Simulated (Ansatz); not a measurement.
A calculation with Ansatz (development build ahead of 0.2.0).

```yaml
crystal:
  periodic: [false, false, false]
  atoms:
    - { symbol: C, position_ang: [-0.02539, -0.00324, 0.65184] }
    - { symbol: C, position_ang: [-0.0156, -0.02145, -0.65346] }
    - { symbol: H, position_ang: [-0.0063, 0.90178, 1.25812] }
    - { symbol: H, position_ang: [-0.02933, -0.92873, 1.23546] }
    - { symbol: H, position_ang: [-0.00332, 0.94893, -1.25212] }
    - { symbol: H, position_ang: [0.02966, -0.92243, -1.24221] }
basis:
  gaussian: { orbitals: cc-pVTZ }
total_charge: 1
magnetization:
  initial_magnetization: 1
hamiltonian:
  xc: hf
correlation:
  method: ccsd_t
  frozen_orbitals: { C: 1, H: 0 }
```

The input is written out in the form of the current development build from the run's settings. Correlation on restricted open-shell orbitals is semicanonical, with singles.

Output:

```
Converged                       : yes
Reference energy                : -77.72566 hartree
CCSD correlation energy         : -0.30543 hartree
Triples correction              : -0.00911 hartree
Total energy                    : -78.04021 hartree
Spin squared of the determinant : 0.750
Stability test                  : minimum among restricted orbitals
T1 diagnostic                   : 0.011
Largest doubles amplitude       : 0.03
```
